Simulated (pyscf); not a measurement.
H₃C–Al(OH)–OH + hydrogen (H₂) → H₃C–Al(OH)–OH + hydrogen (H₂) (four-centre exchange; singlet surface; H–O, H–H broken, H–O, H–H formed). PySCF, gas phase, ωB97X-D3(BJ)/def2-SVP geometries. Energies in eV from the separated reactants.

```
level                   barrier  reaction energy
----------------------  -------  ---------------
ωB97X-D3(BJ)/def2-TZVP      ___             0.00
r²SCAN/def2-TZVP           2.82             0.00
PBE0-D3(BJ)/def2-TZVP       ___             0.00
M06-2X/def2-TZVP           3.04             0.00
ωB97M-D3(BJ)/def2-TZVP     2.92             0.00
HF/def2-TZVP               3.73             0.00
```

Complete the blanks.


- ωB97X-D3(BJ)/def2-TZVP, barrier: 3.01
- PBE0-D3(BJ)/def2-TZVP, barrier: 2.81

The functionals in the table span 0.23 eV in this barrier, from PBE0-D3(BJ) to M06-2X. One saddle was located; it need not be the lowest between these sides.
